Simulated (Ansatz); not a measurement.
Molecular dynamics of AlH$_{3}$OS

input.yaml

```yaml
crystal:
  periodic: [false, false, false]
  atoms:
    - { symbol: Al, position_ang: [-0.9827, 0.1297, -0.4553] }
    - { symbol: S, position_ang: [1.1569, 0.6417, 1.0018] }
    - { symbol: O, position_ang: [-0.6265, -1.4241, -0.1359] }
    - { symbol: H, position_ang: [0.2714, -0.8616, 0.5735] }
    - { symbol: H, position_ang: [-1.8201, 1.2558, -1.03] }
    - { symbol: H, position_ang: [2.0009, 0.2586, 0.0459] }
magnetization:
  spin_polarized: true
basis:
  gaussian: { orbitals: def2-SVP }
hamiltonian:
  xc: pbe0
md:
  timestep: 0.5
  n_steps: 150
  ensemble: nve
  temperature: 100.0
  initial_velocities: maxwell_boltzmann
  seed: 986637
```

Command:

```bash
$ ansatz run input.yaml --threads 1 --pin off --max-ram 2048MiB --backend cpu --events-out ev --progress --plain --runs-dir out
```

It starts from a rough guess of a transition structure, not a stationary point.

Output, in part (one step line in 6, the closing report, with atoms numbered from 0):

```
md step     0: t =     0.00 fs  T =   100.0 K  F+E_penalty+E_count = -19511.97854888 eV  E_kin = 0.051704 eV  conserved = -19511.92684488 eV  (26 SCF iters)
md step     6: t =     3.00 fs  T =   704.3 K  F+E_penalty+E_count = -19512.29109883 eV  E_kin = 0.364142 eV  conserved = -19511.92695663 eV  (26 SCF iters)
md step    12: t =     6.00 fs  T =  1132.7 K  F+E_penalty+E_count = -19512.51726964 eV  E_kin = 0.585628 eV  conserved = -19511.93164213 eV  (25 SCF iters)
md step    18: t =     9.00 fs  T =  1998.4 K  F+E_penalty+E_count = -19512.96903995 eV  E_kin = 1.033260 eV  conserved = -19511.93577996 eV  (25 SCF iters)
md step    24: t =    12.00 fs  T =  1081.9 K  F+E_penalty+E_count = -19512.48438273 eV  E_kin = 0.559408 eV  conserved = -19511.92497495 eV  (27 SCF iters)
md step    30: t =    15.00 fs  T =  2311.6 K  F+E_penalty+E_count = -19513.13890132 eV  E_kin = 1.195180 eV  conserved = -19511.94372178 eV  (26 SCF iters)
md step    36: t =    18.00 fs  T =  2682.1 K  F+E_penalty+E_count = -19513.32854800 eV  E_kin = 1.386767 eV  conserved = -19511.94178125 eV  (25 SCF iters)
md step    42: t =    21.00 fs  T =  1828.2 K  F+E_penalty+E_count = -19512.86984274 eV  E_kin = 0.945262 eV  conserved = -19511.92458123 eV  (27 SCF iters)
md step    48: t =    24.00 fs  T =  3075.7 K  F+E_penalty+E_count = -19513.53419586 eV  E_kin = 1.590253 eV  conserved = -19511.94394287 eV  (25 SCF iters)
md step    54: t =    27.00 fs  T =  3566.1 K  F+E_penalty+E_count = -19513.78490507 eV  E_kin = 1.843807 eV  conserved = -19511.94109784 eV  (25 SCF iters)
md step    60: t =    30.00 fs  T =  2372.8 K  F+E_penalty+E_count = -19513.15174345 eV  E_kin = 1.226844 eV  conserved = -19511.92489960 eV  (26 SCF iters)
md step    66: t =    33.00 fs  T =  2962.4 K  F+E_penalty+E_count = -19513.47408825 eV  E_kin = 1.531687 eV  conserved = -19511.94240170 eV  (25 SCF iters)
md step    72: t =    36.00 fs  T =  3036.0 K  F+E_penalty+E_count = -19513.50904536 eV  E_kin = 1.569749 eV  conserved = -19511.93929681 eV  (24 SCF iters)
md step    78: t =    39.00 fs  T =  1825.2 K  F+E_penalty+E_count = -19512.86828410 eV  E_kin = 0.943682 eV  conserved = -19511.92460217 eV  (26 SCF iters)
md step    84: t =    42.00 fs  T =  2859.2 K  F+E_penalty+E_count = -19513.41982647 eV  E_kin = 1.478321 eV  conserved = -19511.94150571 eV  (25 SCF iters)
md step    90: t =    45.00 fs  T =  3608.5 K  F+E_penalty+E_count = -19513.80524969 eV  E_kin = 1.865753 eV  conserved = -19511.93949673 eV  (25 SCF iters)
md step    96: t =    48.00 fs  T =  2757.9 K  F+E_penalty+E_count = -19513.35082252 eV  E_kin = 1.425942 eV  conserved = -19511.92488045 eV  (30 SCF iters)
md step   102: t =    51.00 fs  T =  3564.8 K  F+E_penalty+E_count = -19513.78279347 eV  E_kin = 1.843125 eV  conserved = -19511.93966859 eV  (25 SCF iters)
md step   108: t =    54.00 fs  T =  3808.1 K  F+E_penalty+E_count = -19513.90599980 eV  E_kin = 1.968953 eV  conserved = -19511.93704633 eV  (29 SCF iters)
md step   114: t =    57.00 fs  T =  2710.1 K  F+E_penalty+E_count = -19513.32631313 eV  E_kin = 1.401245 eV  conserved = -19511.92506796 eV  (31 SCF iters)
md step   120: t =    60.00 fs  T =  2902.1 K  F+E_penalty+E_count = -19513.43084924 eV  E_kin = 1.500479 eV  conserved = -19511.93036991 eV  (29 SCF iters)
md step   126: t =    63.00 fs  T =  3199.5 K  F+E_penalty+E_count = -19513.58761882 eV  E_kin = 1.654284 eV  conserved = -19511.93333487 eV  (28 SCF iters)
md step   132: t =    66.00 fs  T =  2285.2 K  F+E_penalty+E_count = -19513.10766037 eV  E_kin = 1.181529 eV  conserved = -19511.92613108 eV  (25 SCF iters)
md step   138: t =    69.00 fs  T =  1732.6 K  F+E_penalty+E_count = -19512.81264509 eV  E_kin = 0.895833 eV  conserved = -19511.91681169 eV  (31 SCF iters)
md step   144: t =    72.00 fs  T =  2056.3 K  F+E_penalty+E_count = -19512.99272816 eV  E_kin = 1.063195 eV  conserved = -19511.92953274 eV  (26 SCF iters)
md step   150: t =    75.00 fs  T =  1712.2 K  F+E_penalty+E_count = -19512.81336841 eV  E_kin = 0.885293 eV  conserved = -19511.92807528 eV  (27 SCF iters)
Total energy: -19512.81339597 eV, -717.0826660420 hartree
Atom 0 at    -0.685651    -0.167463    -0.159072 Å, force     0.477750     0.809544     0.636472 eV/Å
Atom 1 at     1.261967     1.105488     0.947072 Å, force    -1.763530    -0.538532    -1.342530 eV/Å
Atom 2 at    -1.225869    -1.712606    -0.600209 Å, force    -0.099595    -4.471725     0.915116 eV/Å
Atom 3 at    -1.331408    -2.775453    -0.450893 Å, force     0.808621     4.663171    -0.522615 eV/Å
Atom 4 at    -1.921441     0.729019    -0.712937 Å, force     0.810112     0.201006     0.292972 eV/Å
Atom 5 at     1.925309     0.481668     1.934170 Å, force    -0.233358    -0.663463     0.020585 eV/Å
Dipole moment:    -0.079886    -0.673845     0.124206 e Å
```

All steps were run. The conserved energy stayed within 3.2 meV per atom of its start (net change -0.2 meV per atom), so the integration is sound. The system heated up, since it started high on the potential surface and ran downhill. A run of 0.075 ps of so small a system gives no equilibrium averages. The orbitals stay closed-shell, which can raise the energy where a bond breaks towards radicals; this wasn't checked here.

The step under study would form S2–H4 and break Al1–S2, O3–H4. These pairs go: S2–H4 1.80 → 4.87 Å, Al1–S2 2.64 → 2.58 Å, O3–H4 1.28 → 1.08 Å. In the last frame they stand as before the step (other bonds may differ from the relaxed reactants and products). It ends as one piece, AlH3OS. Pairs count as bonded within 1.25 times the sum of covalent radii (0.12 Å more for H–H).

Last frame:

```xyz
6
Properties=species:S:1:pos:R:3
Al -0.686 -0.168 -0.159
S 1.262 1.105 0.947
O -1.226 -1.713 -0.600
H -1.331 -2.776 -0.451
H -1.921 0.729 -0.713
H 1.925 0.482 1.934
```

The run took 6.7 min on 1 thread of Arm Neoverse V1, on a shared host, peak memory 0.15 GiB.
